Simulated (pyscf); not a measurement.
`[CH3][CH]([SiH2])[Cl]` [doublet] → `[CH2][CH]([SiH3])[Cl]` [doublet] (hydrogen shift; doublet surface; C–H broken, H–Si formed). Single points on ωB97X-D3(BJ)/def2-SVP structures (PySCF, gas phase). Energies in kJ/mol from the reactant's lowest minimum found.

```csv
level,barrier,reaction energy
ωB97X-D3(BJ)/def2-TZVP,179.9,+41.8
PBE/def2-TZVP,158.4,+50.9
r²SCAN/def2-TZVP,166.2,+40.7
PBE0-D3(BJ)/def2-TZVP,170.9,+48.9
M06-2X/def2-TZVP,___,+52.4
HF/def2-TZVP,___,___
```

Problem. Some entries are withheld; supply them.

Solution. 
- M06-2X/def2-TZVP, barrier: 188.4
- HF/def2-TZVP, barrier: 213.4
- HF/def2-TZVP, reaction energy: +23.4

The functionals in the table span 30.0 kJ/mol in this barrier, from PBE to M06-2X. From the product side, H₂C=CH–SiH₃ + Cl• lies, by one bond made or cut, 60.6 kJ/mol under this saddle at ωB97M-D3(BJ). H₃C–CH(SiH₂•)–Cl lies 220.3 kJ/mol over its isomer H₃C–Si•(CH₃)–Cl (electronic energy, ωB97M-D3(BJ)). •H₂C–CH(SiH₃)–Cl lies 261.2 kJ/mol over its isomer H₃C–Si•(CH₃)–Cl (electronic energy, ωB97M-D3(BJ)). This is the saddle that the search found; another between the same sides may lie lower.
